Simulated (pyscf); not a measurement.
Optimised with ωB97X-D3(BJ)/def2-SVP in PySCF. Correlated levels are frozen-core, on RHF or UHF. ΔMP2 is the change of the MP2 total energy from the triple- to the quadruple-zeta basis.

**Question.** `[F][GeH2][F]` → `[FH]` + `[F][GeH]` [singlet]
Surface: singlet. Broken: F–Ge, Ge–H. Formed: F–H. Give ΔE‡ and ΔE from CCSD/def2-TZVPP, relative to the reactant's lowest minimum found.

**Answer.** ΔE‡ = 70.5 kcal/mol, ΔE = +45.5 kcal/mol. CCSD(T)/def2-TZVPP + ΔMP2(QZVPP) gives 65.6 kcal/mol and +43.9 kcal/mol. Zero-point energy shifts the barrier by -2.4 kcal/mol. It is a 1,1-elimination, with an imaginary mode of 1416i cm⁻¹. On the product side the descent ends in a bound adduct (not fully relaxed), 9.4 kcal/mol under the separated species and 28.4 kcal/mol under the saddle at ωB97X-D3(BJ)/def2-TZVP. One saddle was located; it need not be the lowest between these sides. The CCSD(T) − MP2 part came from Ansatz, without density fitting, on the same reference. The frozen core leaves the outer d or s,p core shells of the metals and heavy elements correlated in the MP2 and CC values, and def2-TZVPP describes them poorly, which can shift differences by a few kcal/mol. Elements up to Kr have no core potential and no relativistic terms here.
